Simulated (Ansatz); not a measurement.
Born–Oppenheimer molecular dynamics of H₄OSi (6 atoms, charge 0, multiplicity 1). It starts at the highest image of a converged band. Of that band: Neighbouring images differ by up to 1.3 eV, so the band resolves the path poorly. A vibrational analysis at the climbing image gives one clearly imaginary mode, 1092i cm⁻¹: a first-order saddle point.

The calculation used Ansatz 0.2.0, RKS PBE/def2-SVP.

```
ensemble                      : NVE (velocity Verlet)
time step                     : 0.5 fs
steps asked                   : 200
starting velocities drawn for : 100 K
seed                          : 4032
```

Frames 0.5 fs apart, positions in Å.

Velocities at 75 fs (Å/ps):

```
Si -1.44 0.06 0.30
H 50.34 -62.40 63.72
H 73.21 22.95 26.78
O -2.96 4.00 -5.95
H 8.16 -4.57 -0.84
H -44.60 -21.21 -3.44
```

```xyz
6
Properties=species:S:1:pos:R:3 time_fs=75 energy_less_start_eV=-1.029 T=2086
Si 0.263 -0.037 -0.371
H -0.252 -0.078 1.082
H 1.603 0.082 -1.065
O -0.777 1.224 -0.900
H -0.595 1.665 -0.042
H 0.136 -0.984 -1.550
6
Properties=species:S:1:pos:R:3 time_fs=75.5 energy_less_start_eV=-1.143 T=2306
Si 0.262 -0.037 -0.371
H -0.225 -0.110 1.113
H 1.640 0.094 -1.050
O -0.778 1.226 -0.903
H -0.592 1.665 -0.043
H 0.112 -0.996 -1.550
6
Properties=species:S:1:pos:R:3 time_fs=76 energy_less_start_eV=-1.240 T=2494
Si 0.262 -0.037 -0.371
H -0.196 -0.144 1.143
H 1.679 0.108 -1.031
O -0.780 1.228 -0.906
H -0.591 1.667 -0.044
H 0.086 -1.009 -1.549
6
Properties=species:S:1:pos:R:3 time_fs=76.5 energy_less_start_eV=-1.321 T=2652
Si 0.261 -0.037 -0.371
H -0.165 -0.179 1.171
H 1.717 0.123 -1.008
O -0.781 1.230 -0.908
H -0.593 1.672 -0.047
H 0.059 -1.025 -1.544
6
Properties=species:S:1:pos:R:3 time_fs=77 energy_less_start_eV=-1.389 T=2783
Si 0.260 -0.037 -0.372
H -0.132 -0.214 1.195
H 1.754 0.139 -0.981
O -0.782 1.232 -0.910
H -0.597 1.681 -0.051
H 0.030 -1.042 -1.538
6
Properties=species:S:1:pos:R:3 time_fs=77.5 energy_less_start_eV=-1.446 T=2894
Si 0.259 -0.037 -0.373
H -0.097 -0.250 1.215
H 1.790 0.156 -0.951
O -0.783 1.234 -0.913
H -0.603 1.692 -0.056
H 0.000 -1.059 -1.528
6
Properties=species:S:1:pos:R:3 time_fs=78 energy_less_start_eV=-1.496 T=2992
Si 0.258 -0.037 -0.374
H -0.060 -0.286 1.232
H 1.822 0.173 -0.917
O -0.783 1.236 -0.914
H -0.611 1.706 -0.062
H -0.031 -1.077 -1.515
6
Properties=species:S:1:pos:R:3 time_fs=78.5 energy_less_start_eV=-1.542 T=3081
Si 0.258 -0.037 -0.375
H -0.022 -0.323 1.244
H 1.851 0.190 -0.879
O -0.784 1.237 -0.916
H -0.622 1.722 -0.069
H -0.062 -1.095 -1.499
6
Properties=species:S:1:pos:R:3 time_fs=79 energy_less_start_eV=-1.587 T=3167
Si 0.257 -0.038 -0.377
H 0.018 -0.358 1.252
H 1.875 0.207 -0.839
O -0.784 1.239 -0.917
H -0.634 1.741 -0.078
H -0.093 -1.112 -1.480
6
Properties=species:S:1:pos:R:3 time_fs=79.5 energy_less_start_eV=-1.631 T=3253
Si 0.257 -0.038 -0.378
H 0.058 -0.393 1.255
H 1.896 0.224 -0.796
O -0.784 1.240 -0.918
H -0.649 1.762 -0.088
H -0.124 -1.129 -1.458
6
Properties=species:S:1:pos:R:3 time_fs=80 energy_less_start_eV=-1.676 T=3340
Si 0.256 -0.039 -0.380
H 0.099 -0.427 1.253
H 1.911 0.241 -0.752
O -0.784 1.242 -0.919
H -0.664 1.785 -0.100
H -0.154 -1.145 -1.433
6
Properties=species:S:1:pos:R:3 time_fs=80.5 energy_less_start_eV=-1.722 T=3428
Si 0.256 -0.039 -0.381
H 0.140 -0.459 1.246
H 1.922 0.257 -0.705
O -0.784 1.243 -0.919
H -0.682 1.809 -0.113
H -0.183 -1.160 -1.405
```

Of the whole run (100 fs, mean temperature of the second half 2221 K): The conserved energy stayed within 0.5 meV per atom of its start (net change -0.1 meV per atom), so the integration is sound. The kinetic energy rose, since the run started high on the potential surface and went downhill. A run of 0.1 ps of so small a system gives no equilibrium averages. The orbitals stay closed-shell, which can raise the energy where a bond breaks towards radicals; this wasn't checked here.

The run took 2.5 min on 1 thread of Arm Neoverse V2, with other jobs on the host, peak memory 0.078 GiB.
